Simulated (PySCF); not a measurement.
Molecule: `C=C(F)F`, C2H2F2.

Molfile (atoms numbered from 1):
```
C2H2F2
     RDKit          3D

  6  5  0  0  0  0  0  0  0  0999 V2000
    0.6430   -0.3486   -0.0442 C   0  0  0  0  0  0  0  0  0  0  0  0
   -0.5188    0.2810    0.0355 C   0  0  0  0  0  0  0  0  0  0  0  0
   -1.6861   -0.3058    0.1367 F   0  0  0  0  0  0  0  0  0  0  0  0
   -0.6704    1.5827    0.0246 F   0  0  0  0  0  0  0  0  0  0  0  0
    1.5630    0.2270   -0.1250 H   0  0  0  0  0  0  0  0  0  0  0  0
    0.6693   -1.4363   -0.0276 H   0  0  0  0  0  0  0  0  0  0  0  0
  1  2  2  0
  2  3  1  0
  2  4  1  0
  1  5  1  0
  1  6  1  0
M  END
```

Geometry PBE0-D3(BJ)/def2-SVP throughout; GIAO in PySCF, gas phase, one conformer, non-relativistic; equivalent atoms averaged; basis pcSseg-2.

For orientation, OPBE gives these absolute shieldings σ: C2 15.9, C1 123.4, F3/F4 239.4, H5/H6 27.54 ppm.

A run gave: C2 9.4, C1 115.5, F3/F4 273.8, H5/H6 27.46 ppm (absolute shieldings σ).

Task: Which functional was used in that run?
A. HF
B. KT2
C. BLYP
D. BHandHLYP

Result: D. F3/F4 tells them apart best: BHandHLYP gives 273.8, KT2 gives 240.0, HF gives 303.1, BLYP gives 236.5 ppm.
